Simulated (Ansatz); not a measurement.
Gas-phase electronic energies from Ansatz, PBE0-D4/def2-TZVP geometries. CCSD(T)/CBS adds triple-zeta CCSD(T) − MP2 to the extrapolated MP2 energy (def2 sets, frozen cores). This one scheme is used for every species, atoms too. Functionals use def2-TZVPP. No spin–orbit coupling; open shells (•) take unrestricted orbitals. Spin–orbit coupling would lower the free atoms: a little for C, O, S. Each species was taken in one conformer, which may not be the lowest.

Consider the atomization: `CNC(O)S` → 2 C• + 7 H• + N• + O• + S•.

CCSD(T)/CBS gives +44.82 eV.

(1) Another level gave +43.17 eV. Which?
A. revPBE-D4/def2-TZVPP
B. BHLYP-D4/def2-TZVPP
C. SCS-MP2/def2-TZVPP
D. B2PLYP/def2-TZVPP

Largest T1 diagnostic among the species: 0.011.

## Answers

(1) B. BHLYP-D4 43.17, B2PLYP 44.24, revPBE-D4 44.84, SCS-MP2/def2-TZVPP 44.05 eV.

From BLYP to BHLYP (50 % exact exchange), in def2-TZVPP and without D4, ΔE moves by −1.47 eV: exact exchange takes away binding that semilocal exchange gives to molecules. The D4 term adds +0.38 eV with B3LYP and +0.20 eV with PBE0; it sums over pairs of atoms, weighted by their polarisabilities, and B3LYP, whose exchange is more repulsive, gets the larger term. Leaving LDA and LC-ωPBE aside and taking each functional with its dispersion term where it has one, the values, not all of them listed here, spread over 2.88 eV, from BHLYP-D4 to PBE-D4. LDA lies +6.50 eV from PBE without D4, its usual overbinding.

B3LYP here is the variant with VWN-RPA as its local correlation; programs differ in this.

For atomizations the MP2-based limit and the directly extrapolated one differ by several kJ/mol either way, and by 10 to 25 for some Ge, Se and Sn compounds, so smaller differences from it don't rank the levels.
